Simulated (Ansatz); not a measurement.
I need the interaction energy of a dimer with the counterpoise correction of CHNS, SMILES N#CS. Use the Python package of Ansatz (0.2.0). Use (for the species named): MP2, def2-SVP basis, multiplicity 1.

```xyz
4

N     1.0043   -0.2402    1.4940
C     0.3711   -0.2945    0.4829
S    -0.5103   -0.4050   -0.9818
H    -0.8096    0.8793   -1.0154
```

`run_dimer.py`
```python
"""Binding of a CHNS dimer at a trial geometry."""

import ansatz

FIRST = [
    ("N", (0.9904, -0.2251, 1.4991)),
    ("C", (0.3572, -0.2794, 0.488)),
    ("S", (-0.5242, -0.3899, -0.9767)),
    ("H", (-0.8235, 0.8944, -1.0103)),
]
SECOND = [
    ("N", (-3.7493, 2.7118, -2.1001)),
    ("C", (-2.8601, 2.0681, -2.5702)),
    ("S", (-1.5848, 1.1715, -3.2804)),
    ("H", (-1.9639, 0.0235, -2.7526)),
]

def energy(atoms, ghosts=()):
    molecule = ansatz.Crystal.molecule()
    for symbol, xyz in atoms:
        molecule = molecule.atom(symbol, xyz)
    calc = (
        molecule.calculation()
        .basis(gaussian="def2-SVP")
        .correlation("mp2")
    )
    deck = calc.input()
    if ghosts:
        deck = deck.set(ansatz.key.basis.gaussian.ghost_atoms, [{"symbol": s, "position_ang": list(xyz)} for s, xyz in ghosts])
    return ansatz.Session.from_dict(deck).plan().execute().report["free_energy_ev"]


def main() -> None:
    # monomers in their own basis and in the basis of the dimer
    both = energy(FIRST + SECOND)
    alone = energy(FIRST) + energy(SECOND)
    ghosted = energy(FIRST, SECOND) + energy(SECOND, FIRST)
    print(f"dimer {both:.6f} eV")
    print(f"interaction, uncorrected   {23.060548 * (both - alone):8.3f} kcal/mol")
    print(f"interaction, counterpoise  {23.060548 * (both - ghosted):8.3f} kcal/mol")
    print(f"basis-set superposition    {23.060548 * (alone - ghosted):8.3f} kcal/mol")


if __name__ == "__main__":
    main()
```

```console
$ python run_dimer.py
dimer -26700.316069 eV
interaction, uncorrected      8.495 kcal/mol
interaction, counterpoise    11.329 kcal/mol
basis-set superposition       2.834 kcal/mol
```

Uncorrected it is 8.495 kcal/mol, with the counterpoise correction 11.329 kcal/mol; the difference, 2.83 kcal/mol, is the superposition error. In this basis both values are repulsive.

What to keep in mind:
- The settings weren't tested for convergence.
- The dimer is a generated trial pose of unrelaxed monomers, not a minimum, so the figure is no binding energy, and the basis set is small.
- Wall time of the script: 3.3 s on 1 thread of Intel(R) Xeon(R) Gold 6455B (Sapphire Rapids), on a shared host, peak memory 0.27 GiB.

(Lines on the test bed's own set-up are left out of the output.)
